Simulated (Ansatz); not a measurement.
Reaction (SMILES): CCl (CH3-Cl) → C atom + Cl atom + 3 H atom
B3LYP-D3(BJ)/def2-TZVP geometries, fixed; electronic energies without zero-point terms.
Largest species:
```xyz
5

C      0.0082     0.0133    -1.1337
Cl    -0.0048    -0.0077     0.6605
H      0.0175     1.0478    -1.4634
H      0.8997    -0.5040    -1.4752
H     -0.8852    -0.4920    -1.4879
```
Charge 0, spin multiplicity 1.

The atomisation energy at MP2 with Ansatz (a quantum-chemistry and plane-wave program), in kcal/mol, split into its Hartree-Fock and correlation parts. Cores are frozen. Open shells are unrestricted. No added dispersion term, no relativity. Functions are those of the species that has most.

```json
[
 {"basis": "cc-pV(D+d)Z", "X": "2", "functions": "52", "Hartree-Fock": "291.02", "MP2": "368.56"},
 {"basis": "cc-pV(T+d)Z", "X": "3", "functions": "111", "Hartree-Fock": "296.25", "MP2": "388.88"},
 {"basis": "cc-pV(Q+d)Z", "X": "4", "functions": "209", "Hartree-Fock": "296.68", "MP2": "394.86"},
 {"basis": "cc-pV(5+d)Z", "X": "5", "functions": "356", "Hartree-Fock": "296.84", "MP2": "397.05"}
]
```

Worked estimate of the basis-set limit from each neighbouring pair, with Hartree-Fock from the larger set and the correlation part extrapolated as X^-3.
Correlation parts: X = 2: 77.54, X = 3: 92.63, X = 4: 98.18, X = 5: 100.21.
- (2,3): (27·(92.63) - 8·(77.54))/19 = 98.98; with Hartree-Fock 296.25 the estimate is 395.23 kcal/mol.
- (3,4): (64·(98.18) - 27·(92.63))/37 = 102.23; with Hartree-Fock 296.68 the estimate is 398.91 kcal/mol.
- (4,5): (125·(100.21) - 64·(98.18))/61 = 102.34; with Hartree-Fock 296.84 the estimate is 399.18 kcal/mol.
The last two estimates differ by 0.27 kcal/mol; the largest set lies 2.13 from the last. Over the last step Hartree-Fock moves by 0.16 and the correlation part by 2.03.
